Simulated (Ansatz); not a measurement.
System: zinc-blende BP. Method: r²SCAN (Ansatz, a first-principles code, plane waves, PAW).

Total energies, extrapolated to zero smearing (they compare only within this program, potentials and cutoff; free atoms with spin allowed, lowest state found):

```json
[
 {"system": "zinc-blende BP, relaxed", "energy (eV/atom)": "-458.3439"},
 {"system": "free B atom", "energy (eV/atom)": "-150.3630"},
 {"system": "free P atom", "energy (eV/atom)": "-755.7798"}
]
```

Question: Work out the cohesive energy per atom.

Answer: E_coh = [1 × (-150.3630) + 1 × (-755.7798)]/2 − (-458.3439) = 5.27 eV/atom. The reference value is 5.14 eV/atom (measured, static lattice: zero-point vibration energy added, our sources range from 5.14 to 5.20; as tabulated in Mejia-Rodriguez and Trickey (2018), arXiv:1807.09216), a difference of +0.13 eV/atom.

The PAW data were made under PBE.
